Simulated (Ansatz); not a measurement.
The input, for Ansatz 0.2.0:

```yaml
crystal:
  periodic: [false, false, false]
  atoms:
    - {symbol: B, position_ang: [0.000000, 0.000000, 0.078868]}
    - {symbol: Be, position_ang: [0.000000, 0.000000, -1.347132]}
    - {symbol: H, position_ang: [0.000000, 0.000000, 1.268263]}
basis:
  gaussian: {orbitals: STO-3G}
magnetization: {spin_polarized: false, initial_magnetization: 2}
hamiltonian: {xc: {name: r2SCAN}}
correlation: {method: ccsd_t, frozen_orbitals: {B: 20}}
```

```sh
$ ansatz run in.yaml --threads 1 --pin off --events-out ev --progress --plain --max-ram 2393MiB
```

(1) How does this run end?

Results:

(1) Refused. The input was made wrong on purpose (wrong frozen-orbital counts), so the run isn't a sound calculation of what was asked.
```
Error: "frozen_orbitals" has no count for Be
```
